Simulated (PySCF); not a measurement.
# C3H3ClO2: the cost of one run

Programs: PySCF 2.14.0, with density-fitted response routines of our own. Each step states its level of theory. These are calculated values for one molecule in the gas phase, unless marked as measured. Atoms count from 0, in the outputs and in this text.

## 1. The starting structure

9 atoms, charge 0, multiplicity 1; geometry from: MMFF94s. The atoms were then displaced at random by about 0.03 Å, so the start is not that level's minimum.

Bonds of the start (Å): O0–C1 1.24, C1–O2 1.37, C1–C3 1.59, C3–C4 1.26, C4–Cl5 1.73, O2–H6 0.90, C3–H7 1.05, C4–H8 1.09.

## 2. Relaxing the molecule at PBE0-D3(BJ)/def2-SVP

What the job is given:

```
{"job": {"xc": "PBE0", "basis": "def2-SVP", "d3": "d3bj", "grid": 1, "shake": 0.03, "kind": "geom"}, "charge": 0, "multiplicity": 1}
O     -1.391710    -1.685090     0.482950
C     -0.888890    -0.593890     0.159290
O     -1.605820     0.514430    -0.201480
C      0.690010    -0.453290     0.135560
C      1.355830     0.563890    -0.192910
Cl     0.866850     2.164360    -0.648430
H     -2.458560     0.258730    -0.107880
H      1.125230    -1.371070     0.417530
H      2.439800     0.532490    -0.070280
```

Command:

```
$ OMP_NUM_THREADS=1 python probes_run.py task.json out
```

The driver reads the jobs from task.json and runs them one after another.

Q: Estimate the wall time and peak memory of this first job on 1 thread of AMD EPYC 9R14, shared host.

About 23 s, with a peak of 0.41 GiB.
